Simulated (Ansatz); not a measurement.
The input, for Ansatz 0.2.0:

```yaml
crystal:
  periodic: [false, false, false]
  atoms:
    - {symbol: P, position_ang: [0.000000, -0.071461, -0.010958]}
    - {symbol: H, position_ang: [0.000000, 0.923934, -1.036514]}
    - {symbol: H, position_ang: [0.000000, 1.272039, 1.373256]}
basis:
  gaussian: {orbitals: cc-pVDZ}
total_charge: 1
correlation: {method: fic_mrcisd_q, electrons: outside_noble_gas, active_space: {window: {electrons: 6, orbitals: 6}, shells: [{species: H, l: s, shell: 1}, {species: P, l: s, shell: 3}, {species: P, l: p, shell: 3}]}}
```

```sh
$ ansatz run in.yaml --threads 1 --pin off --events-out ev --progress --plain --max-ram 2393MiB
```

Output:

```
502 factors; integrals over basis functions are off by at most 1.6e-7 eV
mean field evaluation 1: about -9291.7692 eV, gradient 6.1e0 eV
mean field evaluation 2: about -9291.7690 eV, gradient 6.1e0 eV
mean field evaluation 4: about -9291.9644 eV, gradient 2.7e-1 eV
mean field evaluation 8: about -9291.9649 eV, gradient 2.4e-6 eV
mean field -9291.96493983 eV, -341.4734132187 hartree, gradient 7.9e-7 eV, S^2 0.000000; 0 other end points of the search recorded, 0 dependent functions left out; unrestricted orbitals would lower it
reference -9291.96493983 eV, -341.4734132187 hartree; 8, 8 occupied and 20, 20 virtual orbitals, 502 factors
state -9293.89479954 eV, -341.5443342551 hartree
contracted CI cycle   1: correlation 0.00000000 eV, 0.0000000000 hartree, residual 9.88e0 eV
contracted CI cycle   2: correlation -1.74268704 eV, -0.0640425675 hartree, residual 2.20e0 eV
contracted CI cycle   3: correlation -1.82410917 eV, -0.0670347756 hartree, residual 4.75e-1 eV
contracted CI cycle   4: correlation -1.82788371 eV, -0.0671734873 hartree, residual 1.12e-1 eV
contracted CI cycle   5: correlation -1.82809465 eV, -0.0671812392 hartree, residual 2.70e-2 eV
contracted CI cycle   6: correlation -1.82810694 eV, -0.0671816910 hartree, residual 7.05e-3 eV
contracted CI cycle   7: correlation -1.82810778 eV, -0.0671817219 hartree, residual 1.97e-3 eV
contracted CI cycle   8: correlation -1.82810785 eV, -0.0671817244 hartree, residual 5.49e-4 eV
state -9293.89479954 eV, -341.5443342551 hartree; corrected -9295.79310594 eV, -341.6140957286 hartree
Total energy: -9295.79310594 eV, -341.6140957286 hartree
Checks for a lower state left out: starts, orbital_swaps
```

For the same geometry and basis full CI lies 8.6 meV lower.

Ran on 1 thread of Arm Neoverse V2, shared host: 0.54 s wall, 0.14 GiB peak host memory.
